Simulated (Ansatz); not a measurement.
Mulliken charges of C2H2FN, SMILES `FC1=CN1` from ωB97M-V/def2-TZVPP in Ansatz (PBE0-D4/def2-TZVP geometry).

| atom | x (Å) | y (Å) | z (Å) | charge (e) |
| --- | --- | --- | --- | --- |
| F1 | -0.200 | -1.642 | 1.023 | -0.143 |
| C2 | -0.052 | -0.593 | 0.279 | 0.303 |
| C3 | 0.550 | 0.045 | -0.635 | -0.183 |
| N4 | -0.805 | 0.578 | 0.062 | -0.312 |
| H5 | 1.089 | 0.266 | -1.532 | 0.199 |
| H6 | -0.541 | 1.282 | 0.757 | 0.136 |

Q: By hand: the dipole of these point charges (1 e Å = 4.8032 D).

A: Σ q r = (0.306, 0.094, -0.167) e Å, of length 0.361 e Å = 1.73 D.

Q: How does the dipole of the full density compare? (Best estimate.)

A: Computed: (0.338, 0.088, -0.010) e Å, 1.68 D; the point charges give 1.03 times that, at 26° from its direction.

Point charges leave out the atoms' own dipoles, such as those of lone pairs, and Mulliken's split depends on the basis, so the two needn't agree.
